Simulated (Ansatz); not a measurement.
MgSiP2 (I-42d, No. 122, 8 atoms in the cell) was calculated with rVV10 (Ansatz, a quantum-chemistry and plane-wave program, PAW).

Numerical settings: plane-wave cutoff 520 eV, 8×8×8 k mesh, Fermi–Dirac smearing 0.01 eV, scalar-relativistic PAW data made under PBE.

On both sides of the equilibrium volume: at 20.877 Å³/atom the pressure is 1.50 GPa and the direct gap at Γ 1.380 eV; at 21.729 Å³/atom they are -1.37 GPa and 1.483 eV. The fitted bulk modulus is 71.4 GPa.

Question: Work out the volume deformation potential of this gap and its pressure coefficient, in two ways.

Answer: a_V = dE_g/d ln V = (1.483 − 1.380)/ln(21.729/20.877) = 2.58 eV. Since dP = −B d ln V, dE_g/dP = −a_V/B = -36 meV/GPa. Straight from the pressures: (1.380 − 1.483)/(1.50 − (-1.37)) = -36 meV/GPa. At this level and over this range the gap at Γ narrows under pressure.

Note: the relaxation could not lower the start's symmetry, so the cell can be a saddle point above a distorted one; the bulk modulus comes from volumes at which shape and atoms were relaxed.
